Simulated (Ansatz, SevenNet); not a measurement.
**Ladder of methods for the lattice constant a of rock-salt BaO**

Reference value: 5.54 Å (measured, 300 K, not corrected to a static lattice; as tabulated in Santana et al. (2016), arXiv:1608.06321).

**Question.** Put these levels in order of the lattice constant a that they give for rock-salt BaO, smallest first: Hartree–Fock (Ansatz, a first-principles code), LDA (Ansatz), PBE-D4 (Ansatz), SevenNet-l3i5, rVV10 (Ansatz).

**Answer.** LDA (5.434 Å), PBE-D4 (5.534 Å), rVV10 (5.574 Å), SevenNet-l3i5 (5.612 Å), Hartree–Fock (5.636 Å)

Differences against the reference: SevenNet-l3i5 +1.30 %, LDA -1.91 %, PBE-D4 -0.11 %, rVV10 +0.61 %, Hartree–Fock +1.73 %.

The measured value isn't corrected to a static lattice, so vibrations enter the comparison. A static lattice is as a rule a little smaller than the measured one.  Cutoffs and k meshes differ between the levels. Ansatz's density-functional and Hartree–Fock values are scalar-relativistic unless marked +SOC, with PAW data made under PBE.

Machine-learned potentials (SevenNet-l3i5) are trained on DFT data: a solid inside that data is no test of them.

Differences are worked out from the printed values.
